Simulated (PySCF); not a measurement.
## C2H7B: core ionisation energies

Compound: BMe2H, C₂H₇B.
Z-matrix (Å and degrees, PBE0-D3(BJ)/def2-SVP geometry), rows numbered from 1:
```
B 
C   1  1.5625
H   2  1.1096  1  104.78
H   2  1.1003  1  115.29  3  -117.26
H   2  1.1010  1  113.68  3   114.17
C   1  1.5629  2  124.01  3   101.95
H   6  1.1092  1  105.21  2   105.38
H   6  1.1002  1  115.42  2   -12.57
H   6  1.1014  1  113.19  2  -140.65
H   1  1.2174  2  118.07  3   -77.75
```

Computed, not measured: delta-SCF UKS SCAN, pcX-2 on the ionised atom, pcseg-1 elsewhere, spin-free X2C in PySCF 2.14.0. Vertical ΔSCF values, vacuum level as zero.

Q: Give the core binding energies atom by atom.

A: 
```
atom(s)                 environment  level  binding energy (eV)  count
     B1   boron bonded to 2 C and H   B 1s               195.91      1
  C2/C6  carbon bonded to B and 3 H   C 1s               290.17      2
```

Q: Which effective nuclear charge Zeff reproduces each element's mean 1s value in the hydrogen-like formula E = 13.606 eV × Zeff²?

A: B (Z = 5): mean 195.9 eV, Zeff = 3.79, Z − Zeff = 1.21; C (Z = 6): mean 290.2 eV, Zeff = 4.62, Z − Zeff = 1.38. Means run over the listed sites, weighted by atom count.

Q: Which photon wavelength matches the C 1s of C2/C6 threshold?

A: λ = hc/E = 12398.42 eV Å / 290.17 eV = 42.728 Å.

Atoms equivalent by their bonding share one computed value, that of the first of them. Geometry: PBE0-D3(BJ)/def2-SVP; no solvent, vibrations or thermal averaging.
